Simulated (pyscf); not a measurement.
Single points on ωB97X-D3(BJ)/def2-SVP structures (PySCF, gas phase).

Problem. For H₃Si–Cl + H₃Si–SH -> H₃Si–S–SiH₃ + hydrogen chloride (HCl), a four-centre exchange (singlet surface; Cl–Si, H–S broken, S–Si, Cl–H formed), PBE/def2-TZVP gives ΔE‡ = 121.4 kJ/mol and ΔE = +31.2 kJ/mol (zero: the separated reactants). In which direction and how far do r²SCAN/def2-TZVP, PBE0-D3(BJ)/def2-TZVP, ωB97M-D3(BJ)/def2-TZVP move these?

Solution. r²SCAN: ΔE‡ = 128.5 kJ/mol, ΔE = +32.4 kJ/mol; PBE0-D3(BJ): ΔE‡ = 120.5 kJ/mol, ΔE = +27.8 kJ/mol; ωB97M-D3(BJ): ΔE‡ = 140.0 kJ/mol, ΔE = +33.4 kJ/mol. PBE's barrier matches one of them and lies within 18.6 kJ/mol of the others. Its reaction energy lies among theirs. On the product side the descent ends in a complex, 19.3 kJ/mol under the separated species and 118.8 kJ/mol under the saddle at ωB97X-D3(BJ)/def2-TZVP. At ωB97X-D3(BJ)/def2-TZVP the barrier from the zero used here is 125.2 kJ/mol. This is the saddle that the search found; another between the same sides may lie lower.
